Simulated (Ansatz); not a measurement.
Basis-set extrapolation for C₄H₆S (`C#CSCC`) (PBE0-D4/def2-TZVP geometry, frozen core, Ansatz 0.2.0). Multiplicity 1, RHF reference.

|  | def2-TZVPP | def2-QZVPP |
| --- | --- | --- |
| HF | -552.493698 | -552.511748 |
| MP2 correlation | -0.828643 | -0.885687 |
| CCSD(T) correlation | -0.911868 | not run |

Energies in hartree. Use E(X) = E(∞) + A·exp(−7.88·√X) for Hartree–Fock and E(X) = E(∞) + B·X^(−2.97) for correlation, with X = 3 and 4, and add CCSD(T) minus MP2 of the smaller set to the MP2 limit.

Question: What is the CCSD(T) energy at the basis-set limit?

Answer: HF limit: -552.511748 + (-0.018050) × 0.13774 = -552.51423. MP2 limit: -0.885687 + (-0.057044) × 0.74074 = -0.92794. Higher-order term: -0.911868 − (-0.828643) = -0.08322. Total: -553.52539 hartree, 314.6 kJ/mol below CCSD(T)/def2-TZVPP.
